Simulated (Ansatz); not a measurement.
This geometry of BH5NSi (8 atoms, charge 0, multiplicity 2) is a first-order saddle point.

Level of theory: UKS LDA/6-31G (Ansatz 0.2.0).

```xyz
8
Properties=species:S:1:pos:R:3
B -0.636 1.003 -0.738
N -0.213 0.340 0.427
Si 0.742 -1.172 0.469
H -0.343 0.534 -1.814
H -1.279 2.020 -0.638
H -0.465 0.742 1.338
H 1.098 -1.746 -0.863
H 1.096 -1.721 1.818
```

Task: Which two structures does it join? (They come from a converged band through this point; their orientation in space is the band's.)

Result: No bond is made or broken. The height of Si3 over the plane of its neighbours goes from 0.55 to -0.54 Å. The two ends are copies of one structure, up to a mirror image or an exchange of like atoms.

Initial state:

```xyz
8
Properties=species:S:1:pos:R:3
B -0.454 1.044 -0.720
N -0.322 0.270 0.447
Si 0.252 -1.439 0.491
H -0.140 0.556 -1.781
H -0.867 2.177 -0.640
H -0.615 0.682 1.342
H 0.965 -1.673 -0.829
H 1.181 -1.617 1.690
```

Final state:

```xyz
8
Properties=species:S:1:pos:R:3
B -0.693 0.905 -0.720
N -0.082 0.411 0.447
Si 1.136 -0.918 0.489
H -0.413 0.399 -1.782
H -1.486 1.814 -0.640
H -0.305 0.862 1.343
H 0.995 -1.659 -0.829
H 0.847 -1.813 1.693
```

Task: How far does it lie above each of them?

Result: 0.34 eV above the first and 0.34 eV above the second. This is the barrier of this one path; another mechanism may lie lower. Limits of this set-up: no polarisation functions.

The run took 90 s on 1 thread of Arm Neoverse V1 (shared host), peak memory 0.2 GiB.
